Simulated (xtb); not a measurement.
xtb input (GFN1-xTB):

```bash
xtb mol.xyz --gfn 1 --opt tight --chrg 0 --uhf 0
```
mol.xyz:
```
9

O      0.40729498     1.27979630     0.29460394
C      0.08163148     0.13868104     0.03256419
N      0.99861611    -0.84680311    -0.18123877
C     -1.37105389    -0.27916763    -0.07797619
H      0.73494507    -1.78997243    -0.39805759
H     -1.84573602     0.32224419    -0.85323023
H     -1.50787858    -1.33524955    -0.31016180
H     -1.86875914    -0.05203685     0.86465332
H      1.97529047    -0.61281436    -0.11889194
```

End of the output:

```
     X       Y       Z
  -0.0950  -1.9089  -0.4360  total (Debye):    4.983

           -------------------------------------------------
          |                Geometry Summary                 |
           -------------------------------------------------

      molecular mass/u    :       59.0672837
   center of mass at/Å    :        0.0423067       0.0576290       0.0136883
  moments of inertia/u·Å² :        0.4612494E+02   0.5397211E+02   0.9696947E+02
rotational constants/cm⁻¹ :        0.3654776E+00   0.3123397E+00   0.1738447E+00

 * 7 selected distances

     #   Z          #   Z                                           value/Å
     1   8 O        2   6 C                                       1.2095885
     2   6 C        3   7 N                                       1.3550681 (max)
     3   7 N        5   1 H                                       1.0006462 (min)
     4   6 C        6   1 H                                       1.0890931
     4   6 C        7   1 H                                       1.0878692
     4   6 C        8   1 H                                       1.0890372
     3   7 N        9   1 H                                       1.0033637

 * 4 distinct bonds (by element types)

   Z      Z             #   av. dist./Å        max./Å        min./Å
   1 H    6 C           3     1.0886665     1.0890931     1.0878692
   1 H    7 N           2     1.0020049     1.0033637     1.0006462
   6 C    7 N           1     1.3550681     1.3550681     1.3550681
   6 C    8 O           1     1.2095885     1.2095885     1.2095885

optimized geometry written to: xtbopt.xyz

           -------------------------------------------------
          | TOTAL ENERGY              -14.843917107457 Eh   |
          | GRADIENT NORM               0.000190955107 Eh/α |
          | HOMO-LUMO GAP               5.651946419050 eV   |
           -------------------------------------------------

------------------------------------------------------------------------
------------------------------------------------------------------------
Note: The following floating-point exceptions are signalling: IEEE_DENORMAL
normal termination of xtb
 total:
 SCF:
 ANC optimizer:
```
